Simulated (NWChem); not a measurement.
# Correlation energy of Cl

SMILES: [Cl]
```xyz
1

Cl     0.0000     0.0000     0.0000
```
Charge 0, spin multiplicity 2.

The numbers come from NWChem runs, not from measurements.

Basis set: cc-pVTZ. Each correlation energy counts from its own Hartree-Fock reference.

The correlated methods keep 5 core orbitals frozen. The stability of the SCF solutions was not checked. Open-shell Hartree-Fock references start from PBE0 orbitals. Coupled-cluster values serve here as a point of comparison, not as the truth.

One of these methods gave a correlation energy of -180.8 mHa. Which?
A) CCSD on UHF
B) CCSD[T] on ROHF
C) URI-MP2
D) CCSD[T] on UHF

A, CCSD on UHF. The others give -186.4 (CCSD[T] on UHF), -192.1 (CCSD[T] on ROHF), -157.9 (URI-MP2).
